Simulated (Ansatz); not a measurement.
Species: C5H5N, SMILES `c1ccncc1` (charge 0, multiplicity 1).

Question: Give a relaxed geometry from PBE0-D3(BJ)/def2-SVP (Ansatz, a quantum-chemistry and plane-wave program).

Answer: the end point of this relaxation (outside a Z-matrix the atoms follow the SMILES, hydrogens last).
Z-matrix (Å, degrees):
```
C
C 1 1.3926
H 2 1.0923 1 121.25
C 1 1.3926 2 118.56 3 -180.00
H 4 1.0923 1 121.25 2 -180.00
H 1 1.0931 2 120.72 3 0.00
C 2 1.3953 3 120.42 1 -180.00
N 7 1.3306 2 123.50 3 180.00
C 8 1.3306 7 117.77 2 0.00
H 9 1.0966 8 116.36 7 180.00
H 7 1.0966 8 116.36 9 180.00
```
